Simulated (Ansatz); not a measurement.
`COCCCF` and `COCCOC` differ in one atom or group.

Ansatz, PBE0-D4/def2-TZVP geometries, multiplicity 1. Each molecule was computed in one conformer, which needn't be the lowest.

```tsv
property	`COCCCF`
LUMO energy (ωB97M-V/def2-TZVPP) / eV	2.60
HOMO–LUMO gap (PBE/def2-TZVPP) / eV	6.34
ideal-gas entropy at 298 K and 1 bar (rigid rotor, harmonic PBE0-D4/def2-TZVP) / J/(mol·K)	355
size of the dipole moment (ωB97M-V/def2-TZVPP) / D	2.80
HOMO–LUMO gap (PBE0/def2-TZVPP) / eV	8.77
HOMO–LUMO gap (ωB97M-V/def2-TZVPP) / eV	12.68
```

What does the change do to each property? (Best estimate.)

The calculation gave: 
| property | `COCCOC` | shift |
| --- | --- | --- |
| LUMO energy (ωB97M-V/def2-TZVPP) / eV | 2.79 | 0.19 |
| HOMO–LUMO gap (PBE/def2-TZVPP) / eV | 6.10 | -0.24 |
| ideal-gas entropy at 298 K and 1 bar (rigid rotor, harmonic PBE0-D4/def2-TZVP) / J/(mol·K) | 362 | 7 |
| size of the dipole moment (ωB97M-V/def2-TZVPP) / D | 1.51 | -1.29 |
| HOMO–LUMO gap (PBE0/def2-TZVPP) / eV | 8.49 | -0.28 |
| HOMO–LUMO gap (ωB97M-V/def2-TZVPP) / eV | 12.36 | -0.32 |

With PBE0 the HOMO rises by 0.48 eV and the LUMO rises by 0.21 eV, so the gap narrows by about 0.27 eV. PBE moves the HOMO by 0.44 eV and ωB97M-V by 0.50 eV. The zero-point energy changes by 30.3 kJ/mol with +3 modes. Dipoles are sizes alone; their direction can turn.
